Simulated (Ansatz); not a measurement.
A calculation with Ansatz (development build ahead of 0.2.0).

```yaml
crystal:
  periodic: [false, false, false]
  atoms:
    - { symbol: Li, position_ang: [0.0, 0.0, 0.0] }
    - { symbol: H, position_ang: [2.67513, 0.0, 0.0] }
    - { symbol: H, position_ang: [-2.67513, 0.0, 0.0] }
basis:
  gaussian: { orbitals: "6-31G" }
magnetization:
  initial_magnetization: 1
hamiltonian:
  xc: hf
correlation:
  method: fci
  frozen_orbitals: { H: 0, Li: 0 }
```

The input is written out in the form of the current development build from the run's settings.

Output:

```json
{
 "Converged": "yes",
 "Total energy": "-8.46531 hartree",
 "State": "lowest doublet root, of any spatial symmetry"
}
```
